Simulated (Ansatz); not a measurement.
# CH4ClSi: the cost of one run

Method: UKS B3LYP/def2-SVP, in Ansatz 0.2.0.

### 1 The system as given

Bond lengths: C1–Si2 1.898 Å, Si2–Cl3 2.039 Å, C1–H4 1.085 Å, C1–H5 1.089 Å, C1–H6 1.087 Å, Si2–H7 1.459 Å. Angles: C1–Si2–Cl3 109.6°, C1–Si2–H7 113.4°, Cl3–Si2–H7 108.2°, Si2–C1–H4 111.1°, Si2–C1–H5 110.5°, Si2–C1–H6 111.7°, H4–C1–H5 107.9°, H4–C1–H6 107.9°, H5–C1–H6 107.6°.

Structure file:

```xyz
7

C    -0.6431    0.4685   -0.3304
Si    1.0218   -0.4008   -0.0533
Cl    0.6989   -2.2964    0.6261
H    -0.4993    1.4848   -0.6835
H    -1.2087    0.5145    0.5992
H    -1.2529   -0.0565   -1.0610
H     1.8832    0.2860    0.9030
```

### 2 End point A

input.yaml

```yaml
crystal:
  periodic: [false, false, false]
  atoms:
    - { symbol: C, position_ang: [-0.64305, 0.46848, -0.33042] }
    - { symbol: Si, position_ang: [1.0218, -0.40085, -0.05334] }
    - { symbol: Cl, position_ang: [0.69886, -2.29637, 0.62608] }
    - { symbol: H, position_ang: [-0.49925, 1.48481, -0.68351] }
    - { symbol: H, position_ang: [-1.20871, 0.51447, 0.59923] }
    - { symbol: H, position_ang: [-1.25288, -0.05651, -1.06101] }
    - { symbol: H, position_ang: [1.88322, 0.28597, 0.90297] }
magnetization:
  spin_polarized: true
  initial_magnetization: 1
basis:
  gaussian: { orbitals: def2-SVP }
hamiltonian:
  xc: b3lyp
relax:
  f_tol: 0.015
  max_steps: 40
output:
  orbitals: {}
```

Started as:

```bash
$ ansatz run input.yaml --threads 1 --pin off --max-ram 2048MiB --backend cpu --events-out ev --progress --plain --runs-dir out
```

**Question.** How long does this run take on 1 thread of Arm Neoverse V1, shared host, and how much memory does it need?

About 17 s, with a peak of 0.17 GiB.
